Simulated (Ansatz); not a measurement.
We consider 1T (CdI2-type) PtSe2, described by LDA (Ansatz, a quantum-chemistry and plane-wave program, plane waves, PAW).

Run with plane-wave cutoff 500 eV, 12×12×8 k mesh (along the axes of the cell as run), Fermi–Dirac smearing 0.05 eV, scalar-relativistic PAW data made under PBE.

Computed at the level's own relaxed cell.

Task: Predict the volume per atom, lattice constant a and c axis length.

Result: 
* **volume per atom**: 19.25 Å³/atom
* **lattice constant a**: 3.741 Å
* **c axis length**: 4.764 Å

Measured, for comparison: lattice constant a 3.727 Å (temperature not stated, not corrected to a static lattice; as tabulated in Björkman (2014), arXiv:1406.2436); lattice parameter c 5.074 Å (temperature not stated, zero-point anharmonic expansion removed (computed with revB86b-DF2); no thermal correction; as tabulated in Björkman (2014), arXiv:1406.2436). Computed (rounded) less measured: lattice constant a +0.4 %, lattice parameter c -6.1 %.

Spin–orbit coupling is not included.

Cost on a shared machine: around 2.5 core-minutes (rough).
